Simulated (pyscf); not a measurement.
F–C(F)=C(F)–F (SMILES FC(F)=C(F)F) + CH₃• (SMILES [CH3]) → H₃C–C(F)(F)–C•(F)–F (SMILES CC(F)(F)[C](F)F) (addition; doublet surface; none broken, C–C formed). Structures and frequencies: ωB97X-D3(BJ)/def2-SVP in PySCF. Energies in eV from the separated reactants.

| level | barrier | reaction energy |
|---|---|---|
| PBE/def2-TZVP | 0.07 | -2.05 |
| r²SCAN/def2-TZVP | 0.08 | -2.19 |
| B3LYP-D3(BJ)/def2-TZVP | 0.12 | -2.07 |
| PBE0-D3(BJ)/def2-TZVP | 0.12 | -2.24 |
| M06-2X/def2-TZVP | 0.17 | -2.23 |
| ωB97M-D3(BJ)/def2-TZVP | 0.20 | -2.16 |

The functionals in the table span 0.13 eV in this barrier, from PBE to ωB97M-D3(BJ)/def2-TZVP. H₃C–C(F)(F)–C•(F)–F lies 0.32 eV over its isomer H₃C–C•(F)–C(F)(F)–F (electronic energy, ωB97M-D3(BJ)/def2-TZVP). One saddle was located; it need not be the lowest between these sides.
